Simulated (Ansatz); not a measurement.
# CH4BN (SMILES [BH3-][N+]#C): the vertical energy of the triplet above the singlet from total energies

The species is CH4BN (7 atoms), meant as a singlet with charge 0. As SMILES, `[BH3-][N+]#C`. The shape is that of a GFN2-xTB optimisation.

Both states at this one shape; open shells run unrestricted unless said. 1 Eh = 27.2114 eV.

| level | program | singlet CH4BN (Eh) | triplet CH4BN (Eh) |
| --- | --- | --- | --- |
| HF/def2-SVPD | Ansatz | -119.176989 | -118.989763 |
| MP2/def2-SVPD, 3 core orbitals frozen | Ansatz | -119.595628 | -119.362619 |

Problem. Work out the vertical gap, second state less first, at each level.

Solution. 
1. HF/def2-SVPD: -118.989763 − (-119.176989) = 0.187226 Eh = 5.09 eV.
2. MP2/def2-SVPD: -119.362619 − (-119.595628) = 0.233009 Eh = 6.34 eV.

No measured value is set beside it here; the levels span 5.09 to 6.34 eV. Hartree–Fock favours the state with fewer electron pairs, since it lacks pair correlation.
